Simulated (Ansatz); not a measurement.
Results of PBE-D4 (PAW; Ansatz, a first-principles code) for hcp Os.

Numerical settings: plane-wave cutoff 520 eV, 24×24×14 k mesh (along the axes of the cell as run), Fermi–Dirac smearing 0.05 eV, no spin polarisation, scalar-relativistic PAW data made under PBE.

Shape and atoms are relaxed at each volume.

Pressure at four volumes; x = ln(V/14.024 Å³). One pressure is withheld.

| V (Å³/atom) | x | P (GPa) |
|---|---|---|
| 13.463 | -0.0408 | ? |
| 13.744 | -0.0202 | 8.90 |
| 14.024 | 0.0000 | 0.00 |
| 14.585 | 0.0392 | -14.97 |

Q: Pass a parabola P(x) through the three rows shown, estimate the bulk modulus and its pressure derivative near zero pressure, and predict the withheld pressure.

A: Slopes between the rows: (0.00 − (8.90))/(0.0000 − (-0.0202)) = -440.59 and (-14.97 − (0.00))/(0.0392 − (0.0000)) = -381.89 GPa. Their difference over the span 0.0594 is c = 58.70/0.0594 = 988.2 GPa, so P(x) = 8.90 + (-440.59)(x − (-0.0202)) + 988.2 (x − (-0.0202))(x − (0.0000)). At the middle row B = −dP/dx = −[-440.59 + 988.2 × 0.0202] = 420.6 GPa, and B′ = dB/dP = 2c/B = 4.7. At x = -0.0408 the parabola gives 18.81 GPa; the run gives 18.88 GPa. The Birch–Murnaghan fit to the energies at all volumes has B0 = 419 GPa and B′ = 4.8.

Measured, for comparison: bulk modulus 425 GPa (zero-point energy and finite temperature contributions removed; as tabulated in doi:10.1021/acs.jctc.3c00612). Computed (rounded) less measured: bulk modulus -1 %.

Note: the bulk modulus comes from volumes at which shape and atoms were relaxed.

Spin–orbit coupling is not included.
